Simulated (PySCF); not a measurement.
Energies from PySCF, thermal terms from the rigid-rotor harmonic-oscillator model, ideal gas at 1 bar. 'Table' is the NASA 1993 thermochemical table (part measured, part estimated). All species are closed-shell singlets. The harmonic model lacks anharmonicity and excited electronic states, which grow with temperature; levels with a mode under 35 cm⁻¹ are left out. The table's entry may be an old estimate for SiCl2 (not checked at source).

Harmonic frequencies at PBE/def2-SVP (cm⁻¹): 183, 504, 508. Point group C2v; S°(298 K) = 283.1 J/mol/K at this level.

### Question
Work out Cp and S° of gaseous SiCl2 at 500, 800, 1200, 1600, 2000 K from these, and set them beside the table.

### Answer
| T (K) | Cp PBE/def2-SVP | Cp table | S° PBE/def2-SVP | S° table |
|---|---|---|---|---|
| 500 | 55.4 | 55.3 | 310.9 | 309.0 |
| 800 | 57.0 | 57.0 | 337.3 | 335.4 |
| 1200 | 57.7 | 57.6 | 360.6 | 358.7 |
| 1600 | 57.9 | 57.9 | 377.2 | 375.3 |
| 2000 | 58.0 | 58.0 | 390.1 | 388.3 |
Units J/mol/K.
